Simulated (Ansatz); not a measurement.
# BNH₄: ionisation energy by level of theory

How much energy removes an electron from BNH₄ at fixed geometry? The cation is run at each level and the neutral's energy taken from earlier runs.

Computed with Ansatz 0.2.0, Gaussian basis. Level: unrestricted cation, the program's frozen cores in correlated methods.

Levels to be run: UKS PBE-D4/def2-TZVPP; UKS r2SCAN-D4/def2-TZVPP; UKS PBE0-D4/def2-TZVPP; UKS B3LYP-D4/def2-TZVPP; UKS wB97X-V/def2-TZVPP; UKS wB97M-V/def2-TZVPP; UKS B2PLYP/def2-TZVPP; UHF-CCSD(T)/def2-TZVPP; UHF-MP2/def2-QZVPP; extrapolation to the limit; then −ε(HOMO) from the neutral's earlier runs with LDA (SPW92), PBE-D4, revPBE-D4, BLYP-D4, r2SCAN-D4, B97M-V, PBE0-D4, B3LYP-D4, r2SCANh-D4, r2SCAN0-D4, HSE06-D4, BHLYP-D4, CAM-B3LYP-D4, LC-ωPBE, ωB97X-V, ωB97M-V.

### Step 1. The geometry

The geometry comes from an earlier relaxation with PBE0-D4 in a triple-zeta def2 set; it is a stationary point.

SMILES `BN`, 6 atoms, charge 0, spin multiplicity 1.

Atoms are counted from 1 here; the program's logs count them from 0.

Bond lengths: B1–N2 1.385 Å, B1–H3 1.197 Å, B1–H4 1.197 Å, N2–H5 1.006 Å, N2–H6 1.006 Å. Angles: N2–B1–H3 119.0°, N2–B1–H4 119.0°, H3–B1–H4 122.0°, B1–N2–H5 123.2°, B1–N2–H6 123.2°, H5–N2–H6 113.5°.

### Step 2. Cation, UKS PBE-D4/def2-TZVPP

File in.yaml:

```yaml
crystal:
  periodic: [false, false, false]
  atoms:
    - {symbol: B, position_ang: [-0.128174, -0.679645, -0.025624]}
    - {symbol: N, position_ang: [0.146062, 0.677372, 0.010773]}
    - {symbol: H, position_ang: [0.225780, -1.368032, 0.887485]}
    - {symbol: H, position_ang: [-0.711995, -1.128714, -0.969244]}
    - {symbol: H, position_ang: [-0.121616, 1.313666, -0.720835]}
    - {symbol: H, position_ang: [0.632043, 1.121353, 0.771348]}
basis:
  gaussian: {orbitals: def2-TZVPP}
total_charge: 1
magnetization: {spin_polarized: true, initial_magnetization: 1}
hamiltonian: {xc: pbe, dispersion: d4}
```

The runs that follow: Cation, UKS r2SCAN-D4/def2-TZVPP; Cation, UKS PBE0-D4/def2-TZVPP; Cation, UKS B3LYP-D4/def2-TZVPP; Cation, UKS wB97X-V/def2-TZVPP; Cation, UKS wB97M-V/def2-TZVPP; Cation, UKS B2PLYP (frozen core)/def2-TZVPP; Cation, UHF-CCSD(T)/def2-TZVPP; Cation, UHF-MP2/def2-QZVPP.

Before running them: what should the planned runs give, taken together? Wanted: ionisation energy, CCSD(T)/CBS; nearest functional by difference; nearest −ε(HOMO); −ε(HOMO) of PBE; T1 of the cation.

The runs gave:

```
                        quantity                value
  ionisation energy, CCSD(T)/CBS             11.46 eV
nearest functional by difference  B3LYP-D4 (-0.04 eV)
                nearest −ε(HOMO)   LC-ωPBE (+0.17 eV)
                 −ε(HOMO) of PBE              7.34 eV
                T1 of the cation                0.008
```

What this shows: Energy differences with functionals land within 0.22 eV of the reference. The PBE orbital energy is 4.1 eV too small: a semilocal HOMO is no ionisation energy. Among orbital estimates LC-ωPBE comes nearest. Hartree-Fock falls 1.79 eV short, as the neutral has more correlation energy than the cation.
